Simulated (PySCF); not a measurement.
## What binds B2: the parts of the energy along the bond

State: triplet, unpaired electrons π ↑↑. ROHF-based CCSD(T) in PySCF 2.14 with B cc-pVTZ and B cc-pVQZ (frozen core orbitals: 2; no relativity). Correlation energies are extrapolated as n⁻³ (n = 3, 4), Hartree–Fock as (n+1)·exp(−9√n). CV is the change on freezing 0 orbitals instead, in B cc-pwCVTZ. SR is the spin-free X2C energy in B cc-pVTZ-DK less the non-relativistic one in B cc-pVTZ. All energies in eV from B + B.

```
 R (Å)  HF/CBS  CCSD corr.      (T)       CV      SR   total
1.3812   0.016      -1.696  -0.4446  -0.0620  0.0015  -2.185
1.4440  -0.444      -1.643  -0.4374  -0.0506  0.0020  -2.573
1.5068  -0.723      -1.591  -0.4313  -0.0408  0.0023  -2.784
1.5696  -0.867      -1.539  -0.4257  -0.0323  0.0025  -2.861
1.6324  -0.911      -1.487  -0.4201  -0.0250  0.0026  -2.840
1.7108  -0.868      -1.424  -0.4127  -0.0173  0.0026  -2.719
1.7893  -0.752      -1.363  -0.4043  -0.0110  0.0025  -2.527
```

A fit to the total gives Re = 1.5852 Å, De = 2.864 eV, ωe = 1059.8 cm⁻¹, Be = 1.219 cm⁻¹ (masses 11.0093 and 11.0093 u).

Task: At R = 1.5696 Å the CCSD correlation energy is -0.190699 hartree in the smaller basis and -0.195879 in the larger. Extrapolate it.

Result: (4³·E4 − 3³·E3)/(4³ − 3³) = -0.19966 hartree; the larger basis holds 98.1 % of it.

The T1 diagnostic is 0.042, large enough to doubt a single reference. The state was picked by a PBE0 search and need not be the measured ground state. Spin–orbit coupling, excitations beyond (T) and corrections to the Born–Oppenheimer picture are left out.
